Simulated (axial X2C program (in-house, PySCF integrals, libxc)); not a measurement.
## Testing model relations on NaF⁻

A bond curve at the CCSD(T) level, 2c, was computed with an in-house relativistic program for diatomic molecules (basis Na dyall-av3z [10s9p5d2f], F dyall-av3z [7s6p3d2f] (cores contracted in-house)) for the state Ω = 1/2 (⟨Sz⟩ = 0.50, ⟨Lz⟩ = 0.00 at HF). Its fit gives Re = 2.0209 Å, ωe = 431.0 cm⁻¹, ωexe = 4 cm⁻¹ and αe = 5.245e-03 cm⁻¹; the masses are 22.9898 and 18.9984 u. Two-component means X2C with spin–orbit coupling and atomic mean-field Coulomb and Gaunt terms.

Correlated methods: 9 electrons correlated (number of frozen shells: Na 2 s, 1 p; F 1 s), 235 virtual spin orbitals or spinors in MP2, 85 natural virtuals in coupled cluster.

Task: Find the reduced mass, Be and the force constant.

Result: From the CCSD(T) values: μ = 10.4022 u. Be = 16.8576/(μ Re²) = 0.3968 cm⁻¹. k = 5.8918×10⁻⁷ μ ωe² = 1.14 mdyn/Å.

Task: Estimate the centrifugal constant by the Kratzer relation.

Result: D = 4Be³/ωe² = 1.35e-06 cm⁻¹.

Task: Where do the fundamental and the first overtone lie?

Result: ν(1←0) = ωe − 2ωexe = 423.0 cm⁻¹; ν(2←0) = 2ωe − 6ωexe = 838.0 cm⁻¹.

Task: Estimate De from a Morse curve and compare with the computed well depth of 2.079 eV to Na + F-.

Result: De(Morse) = ωe²/(4ωexe) = 1.439 eV against 2.079 eV computed, a ratio of 0.69. The extrapolation falls short: long-range attraction (ionic or ion–induced dipole) or a change of character along the curve can cause this.

Task: A Morse curve ties αe to the other constants (Pekeris). How well does that hold?

Result: αe(Morse) = 6Be²/ωe × (√(ωexe/Be) − 1) = 4.767e-03 cm⁻¹; the CCSD(T) curve gives 5.245e-03 cm⁻¹, a ratio of 0.91.

Occupations by symmetry block were frozen at the best pattern of an incomplete PBE0 search. Dissociation energies refer to the lowest single-determinant-based atoms at the same level and basis. CCSD and (T) use frozen natural virtuals with an MP2 correction for the truncation; (T) itself is uncorrected, so its De runs slightly low.
